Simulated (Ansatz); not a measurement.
hcp Be, treated with revPBE (PAW; Ansatz, a quantum-chemistry and plane-wave program).

Numerical settings: plane-wave cutoff 520 eV, 30×30×16 k mesh (along the axes of the cell as run), Fermi–Dirac smearing 0.05 eV, scalar-relativistic PAW data made under PBE.

Energies at three volumes about the minimum:

```tsv
V (Å³/atom)	E − E_lowest (meV/atom)
7.921	1.23
8.083	0.00
8.245	1.16
```

### Question
Fit a parabola by hand: where is the minimum, and what is the bulk modulus?

### Answer
Slopes: (0.00 − 1.23)/(8.083 − 7.921) = -7.593 and (1.16 − 0.00)/(8.245 − 8.083) = 7.160 meV/Å³. Curvature E″ = 2 × (7.160 − (-7.593))/(8.245 − 7.921) = 91.068 meV/Å⁶. From the middle of the first interval, the slope vanishes at V0 = 8.0020 − (-7.593)/91.068 = 8.085 Å³/atom. B = V0 E″ = 8.085 × 91.068 meV/Å³ × 0.1602 GPa per meV/Å³ = 118 GPa. The full Birch–Murnaghan fit to all volumes gives V0 = 8.083 Å³/atom and B0 = 118 GPa.

Shape and atoms are relaxed at each volume.

Measured, for comparison: bulk modulus 117 GPa (room temperature, no zero-point or thermal correction, our sources range from 97.2 to 117; as tabulated in arXiv:2410.04971). Computed (rounded) less measured: bulk modulus not scored (sources differ).

Note: the bulk modulus comes from volumes at which shape and atoms were relaxed.
